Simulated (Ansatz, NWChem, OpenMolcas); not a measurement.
# C3H6O (propylene oxide): the dipole moment, rung by rung

C3H6O has 10 atoms, charge 0, and is taken as a singlet. SMILES: `CC1CO1`. The shape is that of a PBE0-D4/def2-TZVP optimisation.

```xyz
10

C     0.2108    0.4032   -1.1626
C     0.4488   -0.2338    0.1690
C    -0.5468   -0.2024    1.2349
O    -0.3306   -1.3807    0.4758
H    -0.8586    0.4627   -1.3726
H     0.6291    1.4129   -1.1853
H     0.6850   -0.1766   -1.9583
H     1.4926   -0.3284    0.4682
H    -1.4963    0.2978    1.0560
H    -0.2340   -0.2546    2.2749
```

Each level gives the dipole moment (D). The values are calculated.

```tsv
level	kind	program	value (D)	CPU time
HF/def2-SVP	Hartree–Fock	NWChem	2.38	13 s
SVWN5/def2-SVP	LDA	OpenMolcas	1.84	30 s
M06-L/def2-SVP	meta-GGA	NWChem	?	52 s
TPSS/def2-SVP	meta-GGA	NWChem	1.84	51 s
r2SCAN/def2-SVP	meta-GGA	OpenMolcas	?	55 s
M06-2X/def2-SVP	hybrid meta-GGA	OpenMolcas	2.04	55 s
PBE0/def2-SVP	global hybrid	Ansatz	1.97	18 s
wB97X/def2-SVP	range-separated hybrid	NWChem	2.03	66 s
```

**Question.** Estimate what the levels marked ? give.

**Answer.** As computed at these levels: M06-L/def2-SVP: 1.92 D; r2SCAN/def2-SVP: 1.93 D. Measured: 2.01 D (NIST CCCBDB). Nearest: wB97X/def2-SVP (+0.02 D); farthest: HF/def2-SVP (+0.37 D). The measured dipole is a vibrational average, so differences of a few hundredths of a debye mean little. Computed less measured by kind, in D (def2-SVP rows): Hartree–Fock +0.37; LDA -0.17; meta-GGA -0.17 to -0.08; global hybrid -0.04 to +0.03; range-separated hybrid +0.02. Times are those of the runs behind each value, whatever else they computed, on shared processors of several kinds: orders of magnitude only.
